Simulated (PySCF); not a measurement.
# Magnetisability: `C[C@@H]1C=C[C@@H]1C`, C$_{6}$H$_{10}$

Cartesian coordinates in Å; atom numbers follow the order of the lines, from 1:
```xyz
16

C     1.405   -1.050   -0.045
C     0.896    0.380   -0.107
C     0.578    1.036    1.214
C    -0.702    1.239    0.925
C    -0.614    0.619   -0.447
C    -1.498   -0.591   -0.698
H     2.428   -1.060    0.326
H     1.392   -1.505   -1.032
H     0.795   -1.649    0.627
H     1.564    0.976   -0.737
H     1.203    1.253    2.062
H    -1.529    1.686    1.445
H    -0.749    1.340   -1.259
H    -1.206   -1.097   -1.615
H    -2.535   -0.274   -0.795
H    -1.435   -1.295    0.127
```

Method used: GIAO PBE0/pcSseg-1 magnetisability, rotational g tensor and spin-rotation constants, non-relativistic, gas phase (PySCF 2.14.0). Geometry: GFN2-xTB.

Question: What are the magnetisability and the molar susceptibility?

Answer: Isotropic -1008 × 10⁻³⁰ J/T², or -60.7 × 10⁻⁶ cm³/mol; principal values -1087, -970, -967 × 10⁻³⁰ J/T², anisotropy 118 × 10⁻³⁰ J/T² (root of half the summed squared differences of the principal values). The susceptibility is in cgs units.

Question: Split it along the inertial axes a, b, c into diamagnetic and paramagnetic parts about the centre of mass, with the quadrupole moment.

Answer: 
```csv
axis,χ (10⁻⁶ cm³/mol),diamagnetic (10⁻⁶ cm³/mol),paramagnetic (10⁻⁶ cm³/mol),summed x² of all electrons (Å²),quadrupole Θ (D Å)
a,-58.2,-365.0,306.7,74.0,+1.98
b,-61.6,-403.9,342.4,64.8,-0.84
c,-62.3,-589.2,526.9,21.2,-1.14
```
Anisotropies 2χaa − χbb − χcc = +7.4 and 2χbb − χaa − χcc = -2.6 × 10⁻⁶ cm³/mol. Θ is traceless in Buckingham's convention.

Question: And the rotational g tensor?

Answer: 
| axis | rotational constant (GHz) | g | nuclear part | electronic part |
| --- | --- | --- | --- | --- |
| a | 4.5992 | -0.0237 | 0.6390 | -0.6627 |
| b | 4.0856 | -0.0115 | 0.6457 | -0.6572 |
| c | 2.5415 | -0.0061 | 0.6230 | -0.6291 |

Asymmetric top; isotopes 12C, 1H; no vibrational averaging.
